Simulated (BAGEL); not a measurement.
# NEVPT2(6,7)/aug-cc-pVTZ (density fitting with qzvpp-jkfit) run of [SiH3]+ (SMILES [SiH3+])

What is the energy change on altering one bond length of [SiH3]+ at NEVPT2(6,7)/aug-cc-pVTZ (density fitting with qzvpp-jkfit)? 

Program for the calculation: BAGEL 1.2.2.

2 further runs of the same task are left out: 2 that didn't finish.

## Step 1: The molecule

The species is [SiH3]+ (4 atoms), meant as a singlet with charge +1. SMILES: `[SiH3+]`. The coordinates come from a PBE0-D4/def2-TZVP relaxation.

Bond lengths: Si1–H2 1.472 Å, Si1–H3 1.472 Å, Si1–H4 1.472 Å. Angles: H2–Si1–H3 120.0°, H2–Si1–H4 120.0°, H3–Si1–H4 120.0°.

## Step 2: The energy at NEVPT2(6,7)/aug-cc-pVTZ (density fitting with qzvpp-jkfit)

input.json

```json
{ "bagel" : [

{
  "title" : "molecule",
  "basis" : "aug-cc-pvtz.json",
  "df_basis" : "qzvpp-jkfit",
  "angstrom" : "true",
  "geometry" : [
    { "atom" : "Si", "xyz" : [       0.000000,       0.000000,       0.000000 ] },
    { "atom" : "H", "xyz" : [       0.686900,       0.675400,       1.113000 ] },
    { "atom" : "H", "xyz" : [      -0.118400,      -1.467200,      -0.009900 ] },
    { "atom" : "H", "xyz" : [      -0.568500,       0.791700,      -1.103100 ] }
  ]
},

{
  "title" : "hf",
  "charge" : 1
},

{
  "title" : "nevpt2",
  "nstate" : 1,
  "nact" : 7,
  "nclosed" : 5,
  "charge" : 1,
  "maxiter" : 200,
  "natocc" : "true",
  "ncore" : 5
}

]}
```

The basis set aug-cc-pVTZ is read from a file made from the Basis Set Exchange's data (not shown).

The run is started by

```console
$ BAGEL_NUM_THREADS=1 BAGEL input.json > input.out
```

What it wrote:

```text
* using 1 threads per process

  ===============================================================
  ===============================================================

  *** Geometry ***

  { "atom" : "Si", "xyz" : [      0.000000,      0.000000,      0.000000 ] },
  { "atom" : "H", "xyz" : [      1.298053,      1.276321,      2.103265 ] },
  { "atom" : "H", "xyz" : [     -0.223744,     -2.772606,     -0.018708 ] },
  { "atom" : "H", "xyz" : [     -1.074309,      1.496096,     -2.084557 ] },

  Number of auxiliary basis functions:      182

  Since a DF basis is specified, we compute 2- and 3-index integrals:
    o Being stored without compression. Storage requirement is 0.021 GB

  Number of basis functions:      119
  Number of electrons      :       17

    * METHOD: MOLECULE                             0.06

  *** RHF ***

  === Nuclear Repulsion ===
    15.7214500870

[... 8 lines left out ...]
    * SCF iteration converged.
[... 1 line left out ...]
    * Permanent dipole moment:
[... 23 lines left out ...]
    * Second-order optimization converged. *

     guess   0:   closed 111....              open .......

  === FCI iteration ===

      0  0      -290.36162957     7.90e-03      0.00
      1  0      -290.41303141     1.87e-03      0.00
      2  0      -290.41487123     3.37e-04      0.00
[... 10 lines of this table left out ...]
     13  0 *    -290.41492585     2.86e-11      0.00

     * ci vector, state   0, <S^2> = -0.0000
       222....    -0.9812625556
       22....2     0.0704109556
       2.22...     0.0614966636
       22...2.     0.0552373509
       22.2...     0.0510697520

  === DF-NEVPT2 calculation ===

    * 3-index integral transformation done
    * assembly done

      NEVPT2 correlation energy:   -0.0516777433      0.06

          (+0)      0.0000000000
          (+0)'     0.0000000000
          (+1)      0.0000000000
          (+1)'     0.0000000000
          (+2)      0.0000000000
          (-1)      0.0000000000
          (-1)'    -0.0118970810
          (-2)     -0.0397806623

      NEVPT2 total energy:       -290.4666035928

    * METHOD: NEVPT2                               3.60

  ===============================================================
```

Wall time 4.2 s (1 thread of Intel Xeon Platinum 8488C (Sapphire Rapids), shared host); peak memory 0.22 GiB.

## Step 3: The distorted shape, same level

calc.json

```json
{ "bagel": [

{
  "title": "molecule",
  "basis": "aug-cc-pvtz.json",
  "df_basis": "qzvpp-jkfit",
  "angstrom": "true",
  "geometry": [
    { "atom": "Si", "xyz": [   -0.824286,   -0.810486,   -1.335610 ] },
    { "atom": "H", "xyz": [    0.686900,    0.675400,    1.113000 ] },
    { "atom": "H", "xyz": [   -0.942686,   -2.277686,   -1.345510 ] },
    { "atom": "H", "xyz": [   -1.392786,   -0.018786,   -2.438710 ] }
  ]
},
{
  "title": "hf",
  "charge": 1
},
{
  "title": "nevpt2",
  "nstate": 1,
  "nact": 7,
  "nclosed": 5,
  "charge": 1,
  "maxiter": 200,
  "natocc": "true",
  "ncore": 5
}

]}
```

The basis set aug-cc-pVTZ is read from a file made from the Basis Set Exchange's data (not shown).

The run is started by

```console
$ BAGEL_NUM_THREADS=1 BAGEL calc.json > calc.out
```

What it wrote:

```text
* using 1 threads per process

  ===============================================================
  ===============================================================

  *** Geometry ***

  { "atom" : "Si", "xyz" : [     -1.557675,     -1.531597,     -2.523937 ] },
  { "atom" : "H", "xyz" : [      1.298053,      1.276321,      2.103265 ] },
  { "atom" : "H", "xyz" : [     -1.781418,     -4.304203,     -2.542645 ] },
  { "atom" : "H", "xyz" : [     -2.631984,     -0.035500,     -4.608494 ] },

  Number of auxiliary basis functions:      182

  Since a DF basis is specified, we compute 2- and 3-index integrals:
    o Being stored without compression. Storage requirement is 0.021 GB

  Number of basis functions:      119
  Number of electrons      :       17

    * METHOD: MOLECULE                             0.08

  *** RHF ***

  === Nuclear Repulsion ===
    12.8146512660

[... 8 lines left out ...]
    * SCF iteration converged.
[... 1 line left out ...]
    * Permanent dipole moment:
[... 21 lines left out ...]
     49  0      -290.28587074     5.89e-09      0.11

    * Second-order optimization converged. *

     guess   0:   closed 111....              open .......

  === FCI iteration ===

      0  0      -290.13619816     8.49e-03      0.00
      1  0      -290.25110537     5.15e-03      0.00
      2  0      -290.28096266     2.48e-03      0.00
[... 14 lines of this table left out ...]
     17  0 *    -290.28587074     2.83e-11      0.00

     * ci vector, state   0, <S^2> = -0.0000
       222....     0.8258114184
       22.2...    -0.5377379455
       2.2...2    -0.0539167369

  === DF-NEVPT2 calculation ===

    * 3-index integral transformation done
    * assembly done

      NEVPT2 correlation energy:   -0.0421588428      0.06

          (+0)      0.0000000000
          (+0)'     0.0000000000
          (+1)      0.0000000000
          (+1)'     0.0000000000
          (+2)      0.0000000000
          (-1)      0.0000000000
          (-1)'    -0.0128806907
          (-2)     -0.0292781521

      NEVPT2 total energy:       -290.3280295824

    * METHOD: NEVPT2                               8.00

  ===============================================================
```

Run time: 8.7 s. Hardware: 1 thread of Intel Xeon Platinum 8488C (Sapphire Rapids), shared host; peak memory 0.22 GiB.

## Step 4: What came out

Level: NEVPT2(6,7)/aug-cc-pVTZ (density fitting with qzvpp-jkfit), 5 core orbitals frozen.

```
                                                          quantity          value
                                         first shape: total energy  -290.46660 Eh
                                     distorted shape: total energy  -290.32803 Eh
energy change with the Si1–H2 bond stretched from 1.472 to 3.238 Å       3.771 eV
```

With the Si1–H2 bond stretched from 1.472 to 3.238 Å the energy rises by 3.77 eV (87 kcal/mol). The first shape isn't relaxed at this level, so the change isn't measured from a minimum.
